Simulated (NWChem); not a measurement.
Program: NWChem. System: H4Si, charge 0, spin multiplicity 1, displaced from the optimised geometry. The structure started from a generated list of species. Level: MP2/cc-pVDZ, 5 core orbitals frozen, spin-restricted.

Input file:

```
start mol
memory heap 200 mb stack 900 mb global 1100 mb
geometry units angstroms nocenter noautoz noautosym
  Si     0.000000     0.000000    -0.000000
  H      1.218746     0.000000     0.861824
  H     -1.218746     0.000000     0.861824
  H      0.000000    -1.218745    -0.861823
  H      0.000000     1.340620    -0.948005
end
basis spherical
  * library cc-pvdz
end
scf
  rhf
  nopen 0
  maxiter 100
  thresh 1e-7
  semidirect memsize 60000000 filesize 0
end
mp2
  freeze core 5
end
task mp2 energy
```

NWChem printed:

```
             Northwest Computational Chemistry Package (NWChem) 7.3.0
             --------------------------------------------------------

                                NWChem Input Module
                                -------------------

 Scaling coordinates for geometry "geometry" by  1.889725989
 (inverse scale =  0.529177249)

                             Geometry "geometry" -> ""
                             -------------------------

 Output coordinates in angstroms (scale by  1.889725989 to convert to a.u.)

  No.       Tag          Charge          X              Y              Z
 ---- ---------------- ---------- -------------- -------------- --------------
    1 Si                  14.0000     0.00000000     0.00000000     0.00000000
    2 H                    1.0000     1.21874600     0.00000000     0.86182400
    3 H                    1.0000    -1.21874600     0.00000000     0.86182400
    4 H                    1.0000     0.00000000    -1.21874500    -0.86182300
    5 H                    1.0000     0.00000000     1.34062000    -0.94800500

 Effective nuclear repulsion energy (a.u.)      20.6728981278

            Nuclear Dipole moment (a.u.)
            ----------------------------
        X                 Y               Z
 ---------------- ---------------- ----------------
     0.0000000000     0.2303103549    -0.1628565857


 Summary of "ao basis" -> "" (spherical)
 ------------------------------------------------------------------------------
       Tag                 Description            Shells   Functions and Types
 ---------------- ------------------------------  ------  ---------------------
 *                          cc-pvdz                   on all atoms

 Summary of "ao basis" -> "ao basis" (spherical)
 ------------------------------------------------------------------------------
       Tag                 Description            Shells   Functions and Types
 ---------------- ------------------------------  ------  ---------------------
 Si                         cc-pvdz                  8       18   4s3p1d
 H                          cc-pvdz                  3        5   2s1p

                                 NWChem SCF Module
                                 -----------------

  ao basis        = "ao basis"
  functions       =    38
  atoms           =     5
  closed shells   =     9
  open shells     =     0
  charge          =   0.00
  wavefunction    = RHF
  use symmetry    = F
  symmetry adapt  = F

 Summary of "ao basis" -> "ao basis" (spherical)
 ------------------------------------------------------------------------------
       Tag                 Description            Shells   Functions and Types
 ---------------- ------------------------------  ------  ---------------------
 Si                         cc-pvdz                  8       18   4s3p1d
 H                          cc-pvdz                  3        5   2s1p

 Forming initial guess at       0.0s

      Superposition of Atomic Density Guess
      -------------------------------------

 Sum of atomic energies:        -290.83238394

      Non-variational initial energy
      ------------------------------

 Total energy =    -290.959583
 1-e energy   =    -443.311426
 2-e energy   =     131.678945
 HOMO         =      -0.402708
 LUMO         =       0.087690

 Starting SCF solution at       0.2s

 ----------------------------------------------
         Quadratically convergent ROHF

 Convergence threshold     :          1.000E-07
 Maximum no. of iterations :          100
[...]
  ----- ------------  ---------------      ----- ------------  ---------------
    34      0.379929  5 H  s                 35      0.262596  5 H  s
     9      0.255170  1 Si py                10     -0.180377  1 Si pz

 Vector   10  Occ=0.000000D+00  E= 1.548265D-01
              MO Center=  2.1D-13, -2.1D-02,  1.5D-02, r^2= 4.3D+00
   Bfn.  Coefficient  Atom+Function         Bfn.  Coefficient  Atom+Function
  ----- ------------  ---------------      ----- ------------  ---------------
    35      1.409076  5 H  s                 12     -1.182326  1 Si py
    13      0.835407  1 Si pz                 4     -0.348011  1 Si s
    20     -0.217134  2 H  s                 25     -0.217134  3 H  s
    30     -0.217749  4 H  s                 34      0.172025  5 H  s

 Vector   11  Occ=0.000000D+00  E= 1.671164D-01
              MO Center=  1.8D-10, -3.3D-03, -3.2D-01, r^2= 4.1D+00
   Bfn.  Coefficient  Atom+Function         Bfn.  Coefficient  Atom+Function
  ----- ------------  ---------------      ----- ------------  ---------------
    11      1.669451  1 Si px                20     -1.173691  2 H  s
    25      1.173691  3 H  s

 Vector   12  Occ=0.000000D+00  E= 1.671225D-01
              MO Center= -1.9D-10,  3.0D-01,  1.1D-01, r^2= 4.1D+00
   Bfn.  Coefficient  Atom+Function         Bfn.  Coefficient  Atom+Function
  ----- ------------  ---------------      ----- ------------  ---------------
    13      1.363481  1 Si pz                30      1.355282  4 H  s
    12      0.963476  1 Si py                20     -0.677722  2 H  s
    25     -0.677722  3 H  s

 center of mass
 --------------
 x =   0.00000000 y =   0.00725165 z =  -0.00512777

 moments of inertia (a.u.)
 ------------------
          23.065441984090           0.000000000000           0.000000000000
           0.000000000000          21.944530796162           0.792650115442
           0.000000000000           0.792650115442          22.503938799219

  Mulliken analysis of the total density
  --------------------------------------

    Atom       Charge   Shell Charges
 -----------   ------   -------------------------------------------------------
    1 Si  14    13.58   2.00  2.01  0.72  0.45  6.00  1.43  0.75  0.22
    2 H    1     1.10   0.72  0.37  0.01
    3 H    1     1.10   0.72  0.37  0.01
    4 H    1     1.10   0.72  0.37  0.01
    5 H    1     1.11   0.67  0.43  0.01

       Multipole analysis of the density wrt the origin
       ------------------------------------------------

     L   x y z        total         open         nuclear
     -   - - -        -----         ----         -------
     0   0 0 0     -0.000000      0.000000     18.000000

     1   1 0 0      0.000000      0.000000      0.000000
     1   0 1 0     -0.081927      0.000000      0.230310
     1   0 0 1      0.057929      0.000000     -0.162857

     2   2 0 0    -12.662783      0.000000     10.608502
     2   1 1 0      0.000000      0.000000      0.000000
     2   1 0 1      0.000000      0.000000      0.000000
     2   0 2 0    -12.834843      0.000000     11.722381
     2   0 1 1      0.121677      0.000000     -0.787677
     2   0 0 2    -12.748852      0.000000     11.166481

                   NWChem MP2 Semi-direct Energy/Gradient Module
                   ---------------------------------------------

  Basis functions       =     38
  Molecular orbitals    =     38
  Frozen core           =      5
  Frozen virtuals       =      0
  Active alpha occupied =      4
  Active beta occupied  =      4
  Active alpha virtual  =     29
  Active beta virtual   =     29
  Use MO symmetry       = F
  Use skeleton AO sym   = F

  AO/Fock/Back tols     =   1.0D-09  1.0D-09  1.0D-09

 GA uses MA = F    GA memory limited = T

 Available:
  local mem=  1.26D+08
 global mem=  1.44D+08
 local disk=  0.00D+00
  mp2_memr nvloc                    29
  nvloc new                    29
   1 passes of   4:        2097152                       5903                    294777.
   1 passes of   4: M    126154325           G      144176312           F     124057173.

 Semi-direct pass number   1 of   1  for RHF alpha+beta  at        0.3s
  vrange nnbf                   741
  mp2_eaftype                    10  avail_ma_in_mb                  1099
 EAF : mp2_eaftype filesize          10     147388.
  mp2_eaf for mointskh                     10
Node 0 wrote      0.7 Mb in      0.0 s     Agg I/O rate:  3549.1 Mb/s
 Done moints_semi at        0.7s
  mp2_eaftype                    10  avail_ma_in_mb                  1089
 EAF : mp2_eaftype filesize          10     147388.
  mp2_eaf for kh                    10
 Done maket at        0.7s
 Done multipass loop at        0.7s

          -------------------------------------------
          SCF energy                -291.235879198518
          Correlation energy          -0.116633929303
          Singlet pairs               -0.098762064238
          Triplet pairs               -0.017871865065
          Total MP2 energy          -291.352513127821
          -------------------------------------------

          ---------------------------------------------------
                    Spin Component Scaled (SCS) MP2
          Same spin pairs                     -0.011914576710
          Same spin scaling factor             0.333333333333
          Opposite spin pairs                 -0.104719352593
          Opposite spin scaling fact.          1.200000000000
          SCS-MP2 correlation energy          -0.129634748682
          Total SCS-MP2 energy              -291.365513947200
          ---------------------------------------------------

 -----------------------
 Performance information
 -----------------------

 Timer overhead =  1.52D-07 seconds/call

               Nr. of calls         CPU time (s)                 Wall time (s)                GFlops
             ---------------    -------------------     ------------------------------   -------------------
Name         Min   Avg   Max    Min     Avg     Max     Min     Avg     Max   Mx/calls   Min     Max     Sum
mp2: moin     1     1     1   0.47    0.47    0.47     0.47    0.47    0.47    0.47      0.0     0.0     0.0
mp2: make     1     1     1   4.29E-3 4.29E-3 4.29E-3  4.29E-3 4.29E-3 4.29E-3 4.29E-3   0.0     0.0     0.0
mp2: tota     1     1     1   0.48    0.48    0.48     0.48    0.48    0.48    0.48      0.0     0.0     0.0

 The average no. of pstat calls per process was 3.00D+00
 with a timing overhead of 4.57D-07s

 Task  times  cpu:        0.7s     wall:        0.7s

 Total times  cpu:        0.7s     wall:        0.7s
```
